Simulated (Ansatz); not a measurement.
Input for Ansatz (development build ahead of 0.2.0):

```yaml
crystal:
  periodic: [false, false, false]
  atoms:
    - { symbol: B, position_ang: [-0.01234, 0.4656, -0.73538] }
    - { symbol: B, position_ang: [-0.02298, -0.86851, 0.02843] }
    - { symbol: B, position_ang: [0.02118, 0.49652, 0.78442] }
basis:
  gaussian: { orbitals: def2-SVP }
magnetization:
  initial_magnetization: 1
hamiltonian:
  xc: hf
correlation:
  method: mp2
  frozen_orbitals: { B: 1 }
```

The input is written out in the form of the current development build from the run's settings. Correlation on restricted open-shell orbitals is semicanonical, with singles.

The run gave:

```yaml
Converged: yes
Reference_energy: -73.68272 hartree
Correlation_energy: -0.24683 hartree
Total_energy: -73.92955 hartree
Spin_squared_of_the_determinant: 0.750
Stability_test: minimum among restricted orbitals
Occupied_orbitals_by_symmetry_in_an_Abelian_subgroup_alpha;_beta: 7 A' 1 A''; 6 A' 1 A''
```

Messages of the program:
```
mean field -2005.00888091 eV, -73.6827173294 hartree, gradient 1.0e-6 eV, S^2 0.750000; 12 other ends of a descent, 0 dependent functions left out
with unlike orbitals of the spins -2005.74482443 eV, -73.7097627552 hartree, S^2 1.5040
```

Caution: an unrestricted determinant lies well below.
